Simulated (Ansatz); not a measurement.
Input file:

```yaml
crystal:
  periodic: [false, false, false]
  atoms:
    - {symbol: Sb, position_ang: [0.000000, -0.022018, 0.000001]}
    - {symbol: H, position_ang: [0.000000, 1.329849, -1.356711]}
    - {symbol: H, position_ang: [0.000000, 1.329915, 1.356647]}
basis:
  gaussian: {orbitals: def2-SVP, fitting: {mean_field: def2-universal-jkfit}}
total_charge: 1
magnetization: {spin_polarized: false}
correlation: {method: ccsd_t, electrons: outside_noble_gas}
scf: {omitted_lower_state_checks: [cluster_reference]}
```

```sh
$ ansatz run in.yaml --threads 1 --pin off --events-out ev --progress --plain --max-ram 2393MiB
```

The program prints:

```
these checks for a lower state are left out or cut short: cluster_reference
254 factors; integrals over basis functions are off by at most 4.7e-1 eV
mean field evaluation 1: about -6532.3893 eV, gradient 6.6e0 eV
mean field evaluation 2: about -6532.6002 eV, gradient 1.7e0 eV
mean field evaluation 4: about -6532.6163 eV, gradient 1.0e-1 eV
mean field -6532.61641823 eV, -240.0692254034 hartree, gradient 5.6e-7 eV, S^2 0.000000; 0 other end points of the search recorded, 0 dependent functions left out; unrestricted orbitals would lower it
9 core orbitals not correlated: weight in the atoms' cores, before any rotation towards them, 1.000 or more for the frozen orbitals, at most 0.000 for the correlated occupied ones
reference -6532.61641823 eV, -240.0692254034 hartree; 3, 3 occupied and 24, 24 virtual orbitals, 254 factors
second order -2.21076957 eV of doubles, -0.00000000 eV of singles
cycle   1  -2.69974697 eV  change   -4.9e-1 eV  update   6.9e-2
cycle   2  -2.96781325 eV  change   -2.7e-1 eV  update   3.1e-2
cycle   3  -2.98078996 eV  change   -1.3e-2 eV  update   7.4e-3
cycle   4  -2.98302448 eV  change   -2.2e-3 eV  update   2.2e-3
cycle   5  -2.98272480 eV  change    3.0e-4 eV  update   8.0e-4
cycle   6  -2.98244092 eV  change    2.8e-4 eV  update   2.0e-4
cycle   7  -2.98254224 eV  change   -1.0e-4 eV  update   4.8e-5
cycle   8  -2.98254001 eV  change    2.2e-6 eV  update   1.3e-5
cycle   9  -2.98253351 eV  change    6.5e-6 eV  update   3.5e-6
perturbative correction -0.06316255 eV, -0.0023211810 hartree
Total energy: -6535.66211429 eV, -240.1811526692 hartree
Checks for a lower state left out: cluster_reference
```

Ran on 1 thread of Intel Xeon, shared host: 1 s wall, 0.15 GiB peak host memory.
